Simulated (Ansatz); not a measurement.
# BClF radical: how energies converge with the basis set

Aim: see how fast density functionals and correlated methods converge with the basis set for BClF radical.

Program: Ansatz 0.2.0, Gaussian basis. Level of theory: one geometry, several basis sets. These are calculated values, not measurements.

Levels to be run: PBE0-D4/def2-SVP; ωB97M-V/def2-SVP; PBE0-D4/def2-QZVPP; ωB97M-V/def2-QZVPP; CCSD(T)/cc-pV(D+d)Z; CCSD(T)/cc-pV(T+d)Z; CCSD(T)/cc-pV(Q+d)Z; the functionals' def2-TZVPP values are taken from earlier runs.

**1. The geometry**

All runs share one geometry, relaxed beforehand with PBE0-D4 in a triple-zeta def2 set.

SMILES `F[B]Cl`, 3 atoms, charge 0, spin multiplicity 2.

Atoms are counted from 1 here; the program's logs count them from 0.

Bond lengths: F1–B2 1.300 Å, B2–Cl3 1.737 Å. Angles: F1–B2–Cl3 122.7°.

**2. PBE0-D4 in def2-SVP**

Contents of in.yaml:

```yaml
crystal:
  periodic: [false, false, false]
  atoms:
    - {symbol: F, position_ang: [0.509834, 1.078873, 0.388411]}
    - {symbol: B, position_ang: [-0.363167, 0.289659, -0.165022]}
    - {symbol: Cl, position_ang: [-0.157667, -1.433232, -0.236689]}
basis:
  gaussian: {orbitals: def2-SVP}
magnetization: {spin_polarized: true, initial_magnetization: 1}
hamiltonian: {xc: pbe0, dispersion: d4}
output: {orbitals: {seedname: orbitals}}
```

On the command line:

```console
$ ansatz run in.yaml --threads 4 --pin off --events-out ev --progress --plain --max-ram 10444MiB
```

Further steps of the session: ωB97M-V in def2-SVP; PBE0-D4 in def2-QZVPP; ωB97M-V in def2-QZVPP; CCSD(T) in cc-pV(D+d)Z; CCSD(T) in cc-pV(T+d)Z; CCSD(T) in cc-pV(Q+d)Z.

Q: Predict the results of all the runs planned. Wanted: MP2 correlation recovered, cc-pV(D+d)Z; MP2 correlation recovered, cc-pV(T+d)Z; MP2 correlation recovered, cc-pV(Q+d)Z; CCSD(T) limit from def2 sets; PBE0-D4: double and triple zeta above quadruple; ωB97M-V: double and triple zeta above quadruple.

**Answer**, as computed:

| quantity | value |
| --- | --- |
| MP2 correlation recovered, cc-pV(D+d)Z | 65.0 % |
| MP2 correlation recovered, cc-pV(T+d)Z | 86.2 % |
| MP2 correlation recovered, cc-pV(Q+d)Z | 94.3 % |
| CCSD(T) limit from def2 sets (earlier runs) less the limit of this series | -51 meV |
| PBE0-D4: double and triple zeta above quadruple | 8.93, 0.55 eV |
| ωB97M-V: double and triple zeta above quadruple | 8.92, 0.52 eV |

In words: For PBE0-D4 the step from double to triple zeta gains 8.38 eV and the next only 0.55 eV. In cc-pV(D+d)Z MP2 holds 65 % of its limit, in cc-pV(Q+d)Z 94 %, while Hartree-Fock is within 0.112 eV in the largest set. A limit from the def2 sets, made apart, differs by 51 meV, a least measure of the doubt on such a limit. Total energies overstate the basis error of differences, where much of it tends to cancel.
